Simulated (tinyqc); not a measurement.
ROHF in the sto-3g basis, for OH+, spin multiplicity 3, step by step. One step of it, computed by the program tinyqc.

Task: Iteration 1: building the Fock matrix. J_ij = sum D_kl (ij|kl) with D = D(alpha) + D(beta), K_ij = sum D_kl (ik|jl) for each spin; F = H + J - K(s); E = tr D H + tr D J / 2 - 0.5 sum_s tr D(s) K(s) + E_nn.

D(alpha) at the start:
```
,1O 1s,1O 2s,1O 2px,1O 2py,1O 2pz,2H 1s
1O 1s,1.193614,-0.275956,0.000000,0.000000,0.008985,-0.011620
1O 2s,-0.275956,1.173831,0.000000,0.000000,-0.046694,0.032029
1O 2px,0.000000,0.000000,0.728004,0.000000,0.000000,0.000000
1O 2py,0.000000,0.000000,0.000000,0.728004,0.000000,0.000000
1O 2pz,0.008985,-0.046694,0.000000,0.000000,0.665710,0.065830
2H 1s,-0.011620,0.032029,0.000000,0.000000,0.065830,0.559905
```

D(beta) at the start:
```
,1O 1s,1O 2s,1O 2px,1O 2py,1O 2pz,2H 1s
1O 1s,0.716168,-0.165574,0.000000,0.000000,0.005391,-0.006972
1O 2s,-0.165574,0.704299,0.000000,0.000000,-0.028016,0.019217
1O 2px,0.000000,0.000000,0.436802,0.000000,0.000000,0.000000
1O 2py,0.000000,0.000000,0.000000,0.436802,0.000000,0.000000
1O 2pz,0.005391,-0.028016,0.000000,0.000000,0.399426,0.039498
2H 1s,-0.006972,0.019217,0.000000,0.000000,0.039498,0.335943
```

core Hamiltonian H = T + V (hartree):
```
,1O 1s,1O 2s,1O 2px,1O 2py,1O 2pz,2H 1s
1O 1s,-32.172284,-7.482941,0.000000,0.000000,-0.015760,-1.749869
1O 2s,-7.482941,-8.793102,0.000000,0.000000,-0.184869,-3.565442
1O 2px,0.000000,0.000000,-6.957291,0.000000,0.000000,0.000000
1O 2py,0.000000,0.000000,0.000000,-6.957291,0.000000,0.000000
1O 2pz,-0.015760,-0.184869,0.000000,0.000000,-7.084396,-2.484022
2H 1s,-1.749869,-3.565442,0.000000,0.000000,-2.484022,-4.756153
```

Two-electron integrals (ij|kl) in chemists' order, unique and non-zero (hartree):
```
i,j,k,l,(ij|kl)
1,1,1,1,4.785065
2,1,1,1,0.741380
2,1,2,1,0.136873
2,2,1,1,1.118947
2,2,2,1,0.256633
2,2,2,2,0.817206
3,1,3,1,0.024477
3,2,3,1,0.037809
3,2,3,2,0.180518
3,3,1,1,1.115814
3,3,2,1,0.256684
3,3,2,2,0.817023
3,3,3,3,0.880159
4,1,4,1,0.024477
4,2,4,1,0.037809
4,2,4,2,0.180518
4,3,4,3,0.047444
4,4,1,1,1.115814
4,4,2,1,0.256684
4,4,2,2,0.817023
4,4,3,3,0.785270
4,4,4,4,0.880159
5,1,5,1,0.024477
5,2,5,1,0.037809
5,2,5,2,0.180518
5,3,5,3,0.047444
5,4,5,4,0.047444
5,5,1,1,1.115814
5,5,2,1,0.256684
5,5,2,2,0.817023
5,5,3,3,0.785270
5,5,4,4,0.785270
5,5,5,5,0.880159
6,1,1,1,0.174794
6,1,2,1,0.031981
6,1,2,2,0.059521
6,1,3,3,0.059409
6,1,4,4,0.059409
6,1,5,1,0.001469
6,1,5,2,0.002741
6,1,5,5,0.059753
6,1,6,1,0.007569
6,2,1,1,0.408678
6,2,2,1,0.094833
6,2,2,2,0.332411
6,2,3,3,0.326907
6,2,4,4,0.326907
6,2,5,1,0.007085
6,2,5,2,0.053237
6,2,5,5,0.343107
6,2,6,1,0.022558
6,2,6,2,0.164870
6,3,3,1,0.010121
6,3,3,2,0.058192
6,3,5,3,0.011172
6,3,6,3,0.024009
6,4,4,1,0.010121
6,4,4,2,0.058192
6,4,5,4,0.011172
6,4,6,4,0.024009
6,5,1,1,0.287133
6,5,2,1,0.067517
6,5,2,2,0.252783
6,5,3,3,0.241213
6,5,4,4,0.241213
6,5,5,1,0.014563
6,5,5,2,0.096752
6,5,5,5,0.275647
6,5,6,1,0.016798
6,5,6,2,0.152291
6,5,6,5,0.163125
6,6,1,1,0.535419
6,6,2,1,0.126263
6,6,2,2,0.505874
6,6,3,3,0.485259
6,6,4,4,0.485259
6,6,5,1,0.012655
6,6,5,2,0.129333
6,6,5,5,0.546490
6,6,6,1,0.030332
6,6,6,2,0.310261
6,6,6,5,0.327445
6,6,6,6,0.774606
```

nuclear repulsion = 4.45622914 hartree

Give: Coulomb J; exchange K(alpha); exchange K(beta); F(alpha); F(beta); total energy of this density.

Result:

Coulomb J (hartree):
```
,1O 1s,1O 2s,1O 2px,1O 2py,1O 2pz,2H 1s
1O 1s,14.949,2.784,0.000,0.000,0.010,0.652
1O 2s,2.784,6.757,0.000,0.000,0.116,2.766
1O 2px,0.000,0.000,6.732,0.000,0.000,0.000
1O 2py,0.000,0.000,0.000,6.732,0.000,0.000
1O 2pz,0.010,0.116,0.000,0.000,6.786,2.148
2H 1s,0.652,2.766,0.000,0.000,2.148,4.348
```

exchange K(alpha) (hartree):
```
,1O 1s,1O 2s,1O 2px,1O 2py,1O 2pz,2H 1s
1O 1s,5.517,0.933,0.000,0.000,0.010,0.239
1O 2s,0.933,1.482,0.000,0.000,0.079,0.733
1O 2px,0.000,0.000,0.946,0.000,0.000,0.000
1O 2py,0.000,0.000,0.000,0.946,0.000,0.000
1O 2pz,0.010,0.079,0.000,0.000,1.009,0.480
2H 1s,0.239,0.733,0.000,0.000,0.480,0.816
```

exchange K(beta) (hartree):
```
,1O 1s,1O 2s,1O 2px,1O 2py,1O 2pz,2H 1s
1O 1s,3.310,0.560,0.000,0.000,0.006,0.144
1O 2s,0.560,0.889,0.000,0.000,0.048,0.440
1O 2px,0.000,0.000,0.567,0.000,0.000,0.000
1O 2py,0.000,0.000,0.000,0.567,0.000,0.000
1O 2pz,0.006,0.048,0.000,0.000,0.605,0.288
2H 1s,0.144,0.440,0.000,0.000,0.288,0.489
```

F(alpha) (hartree):
```
,1O 1s,1O 2s,1O 2px,1O 2py,1O 2pz,2H 1s
1O 1s,-22.741,-5.632,0.000,0.000,-0.015,-1.337
1O 2s,-5.632,-3.518,0.000,0.000,-0.148,-1.532
1O 2px,0.000,0.000,-1.171,0.000,0.000,0.000
1O 2py,0.000,0.000,0.000,-1.171,0.000,0.000
1O 2pz,-0.015,-0.148,0.000,0.000,-1.307,-0.816
2H 1s,-1.337,-1.532,0.000,0.000,-0.816,-1.224
```

F(beta) (hartree):
```
,1O 1s,1O 2s,1O 2px,1O 2py,1O 2pz,2H 1s
1O 1s,-20.534,-5.258,0.000,0.000,-0.011,-1.242
1O 2s,-5.258,-2.926,0.000,0.000,-0.117,-1.239
1O 2px,0.000,0.000,-0.793,0.000,0.000,0.000
1O 2py,0.000,0.000,0.000,-0.793,0.000,0.000
1O 2pz,-0.011,-0.117,0.000,0.000,-0.903,-0.624
2H 1s,-1.242,-1.239,0.000,0.000,-0.624,-0.897
```

total energy of this density = -69.64346 hartree

This density is the starting one; it is not idempotent, so its energy is not variational and may lie below the converged one.
